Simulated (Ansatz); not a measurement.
# Hydrogen sulfide (H₂S): basis-set convergence

The task here is to estimate one member of a computed series from the others.

Program: Ansatz 0.2.0, Gaussian basis. Level of theory: one geometry, several basis sets. These are calculated values, not measurements.

Plan: PBE0-D4/def2-SVP; ωB97M-V/def2-SVP; PBE0-D4/def2-QZVPP; ωB97M-V/def2-QZVPP; CCSD(T)/cc-pV(D+d)Z; CCSD(T)/cc-pV(T+d)Z; CCSD(T)/cc-pV(Q+d)Z; the functionals' def2-TZVPP values are taken from earlier runs.

### The geometry

The geometry comes from an earlier relaxation with PBE0-D4 in a triple-zeta def2 set; it is a stationary point.

3 atoms, charge 0, spin multiplicity 1.

Atoms are counted from 1 here; the program's logs count them from 0.

Bond lengths: S1–H2 1.341 Å, S1–H3 1.341 Å. Angles: H2–S1–H3 92.3°.

The first run:

Input file in.yaml:

```yaml
crystal:
  periodic: [false, false, false]
  atoms:
    - {symbol: S, position_ang: [0.495498, -0.280650, 0.243885]}
    - {symbol: H, position_ang: [0.097931, 0.997712, 0.162375]}
    - {symbol: H, position_ang: [-0.593428, -0.717071, -0.406260]}
basis:
  gaussian: {orbitals: def2-SVP}
hamiltonian: {xc: pbe0, dispersion: d4}
output: {orbitals: {seedname: orbitals}}
```

On the command line:

```bash
$ ansatz run in.yaml --threads 2 --pin off --events-out ev --progress --plain --max-ram 32768MiB --backend cpu
```

Steps of the session up to this table: PBE0-D4 in def2-SVP; ωB97M-V in def2-SVP; PBE0-D4 in def2-QZVPP; ωB97M-V in def2-QZVPP.

One table of the session follows, with a row left open; its other results are not shown here.

It belongs to the step «Density functionals: the series». 

| functional | basis | HOMO (eV) | LUMO (eV) |
| --- | --- | --- | --- |
| PBE0-D4 | def2-SVP | -7.22 | 1.24 |
| PBE0-D4 | def2-TZVPP | -7.49 | 0.60 |
| PBE0-D4 | def2-QZVPP | -7.55 | 0.35 |
| ωB97M-V | def2-SVP | ? | ? |
| ωB97M-V | def2-TZVPP | -9.74 | 2.43 |
| ωB97M-V | def2-QZVPP | -9.81 | 1.68 |

**Question.** Estimate the row for ωB97M-V, def2-SVP.

**Answer.** HOMO (eV): -9.46; LUMO (eV): 3.30. In the column «HOMO (eV)» it lies between ωB97M-V, def2-TZVPP (-9.74) and PBE0-D4, def2-QZVPP (-7.55).
